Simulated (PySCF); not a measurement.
Trimethylamine, C3H9N.
Atom-mapped SMILES: `[CH3:1][N:2]([CH3:3])[CH3:4]` (hydrogens: H5, H6, H7 on C1; H8, H9, H10 on C3; H11, H12, H13 on C4)

The calculation used PySCF, TDDFT wB97X-D/def2-SVPD, vertical, gas phase, core orbitals frozen in the response. Isolated species at its GFN2-xTB geometry, gas phase.

Each state is given a Gaussian of 0.3 eV full width at half maximum, with ε(max) = 2.175×10⁸ f / Δν̃ (Δν̃ the width in cm⁻¹). The cross-section is σ = 3.8235×10⁻²¹ ε cm², given in Mb (10⁻¹⁸ cm²). The width is an assumption, not a result. The curve ends short of the highest state used, and states not computed would add to its high-energy end.

E (eV), σ (Mb) and a bar:
```
     5.71       0.02 
     5.74       0.05 
     5.78       0.13 
     5.81       0.25 #
     5.85       0.55 ##
     5.88       0.94 ###
     5.92       1.75 ######
     5.95       2.63 ########
     5.99       4.16 #############
     6.03       5.94 ###################
     6.06       7.29 #######################
     6.10       8.77 ############################
     6.13       9.44 ##############################
     6.17       9.56 ##############################
     6.20       9.05 ############################
     6.24       7.71 ########################
     6.28       5.95 ###################
     6.31       4.60 ##############
     6.35       2.99 #########
     6.38       2.03 ######
     6.42       1.11 ###
     6.45       0.66 ##
     6.49       0.30 #
     6.53       0.13 
     6.56       0.06 
     6.60       0.02 
     6.63       0.01 
     6.67       0.00 
     6.70       0.00 
     6.74       0.00 
     6.78       0.00 
     6.81       0.00 
     6.85       0.00 
     6.88       0.00 
     6.92       0.01 
     6.95       0.03 
     6.99       0.07 
     7.02       0.14 
     7.06       0.29 #
     7.10       0.54 ##
     7.13       0.82 ###
     7.17       1.31 ####
     7.20       1.75 #####
     7.24       2.35 #######
     7.27       2.75 #########
     7.31       3.11 ##########
     7.35       3.19 ##########
     7.38       3.04 ##########
     7.42       2.62 ########
     7.45       2.20 #######
     7.49       1.61 #####
     7.52       1.22 ####
     7.56       0.87 ###
     7.60       0.82 ###
     7.63       1.10 ###
     7.67       2.16 #######
```

Problem. Locate the maxima and give the states behind the curve.

Solution. 201 nm (6.16 eV), ε about 2500, made up of S1 (100%); 169 nm (7.34 eV), ε about 840, made up of S2 (50%) and S3 (50%) (ε in L mol⁻¹ cm⁻¹; maxima over ε = 5, shares over 10%). At its high-energy end, 7.67 eV, the curve is still rising (ε about 570, from S4 and S5). The states used: S1 6.16 eV (f 0.028); S2 7.34 eV (f 0.0046); S3 7.34 eV (f 0.0046); S4 8.00 eV (f 0.128); S5 8.01 eV (f 0.050); S6 8.27 eV (f 0.025); S7 8.27 eV (f 0.025).

Problem. Coming from long wavelengths, where does ε first pass 100 L mol⁻¹ cm⁻¹?

Solution. At about 213 nm (5.83 eV), 0.32 eV below S1.

Problem. On this curve, what absorbance would a 10⁻⁵ mol/L sample give at 193 nm over a 1 cm path?

Solution. 193 nm is 6.424 eV, where ε is about 270 L mol⁻¹ cm⁻¹, so A = ε c l ≈ 0.0027 (Beer–Lambert, with the gas-phase spectrum and the assumed width).

Problem. What would ε be at 6.16 eV, the highest of these maxima, with half the width (0.15 eV)?

Solution. About 5020 L mol⁻¹ cm⁻¹ against 2520, a factor of about 1.99; a lone state at its own centre would give exactly 2.
